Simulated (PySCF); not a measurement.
Gas-phase XPS of `CC/C=C\F`, computed

Compound: C₄H₇F.
Numbering: `[CH3:1][CH2:2]/[CH:3]=[CH:4]\[F:5]`

Structure used (PBE0-D3(BJ)/def2-SVP), in Å, numbered top down from 1:
```xyz
12
C4H7F angstrom
C     -1.6100   -0.2964    0.1557
C     -0.3940    0.3196   -0.5286
C      0.8875   -0.3578   -0.1613
C      1.9356    0.2307    0.4074
F      1.9574    1.5318    0.7055
H     -1.7114   -1.3654   -0.0911
H     -1.5309   -0.2156    1.2506
H     -2.5380    0.2068   -0.1555
H     -0.5271    0.2635   -1.6241
H     -0.3201    1.3896   -0.2819
H      0.9851   -1.4308   -0.3561
H      2.8661   -0.2760    0.6794
```

Computed, not measured: delta-SCF UKS SCAN, pcX-2 on the ionised atom, pcseg-1 elsewhere, spin-free X2C in PySCF. Binding energies are ΔSCF values: E(core-ionised, relaxed orbitals) − E(ground state) at a fixed geometry, referred to the vacuum level.

**Question.** Give the core binding energies atom by atom.

**Answer.** 
| atom(s) | bonded to | level | binding energy (eV) | above the level's lowest (eV) | count |
| --- | --- | --- | --- | --- | --- |
| C1 | C and 3 H | C 1s | 290.67 | +0.12 | 1 |
| C2 | 2 C and 2 H | C 1s | 290.92 | +0.37 | 1 |
| C3 | C (double bond), C and H | C 1s | 290.55 | 0.00 | 1 |
| C4 | F, C (double bond) and H | C 1s | 292.58 | +2.03 | 1 |
| F5 | C | F 1s | 692.94 | 0.00 | 1 |

The listed C 1s values span 2.03 eV, from C3 (bonded to C (double bond), C and H) to C4 (bonded to F, C (double bond) and H).

**Question.** Give the binding energy of C 1s of C2 in hartree and in kJ/mol.

**Answer.** 290.92 eV = 10.6911 Eh = 28070 kJ/mol.

Geometry: PBE0-D3(BJ)/def2-SVP, one conformer, isolated molecule.
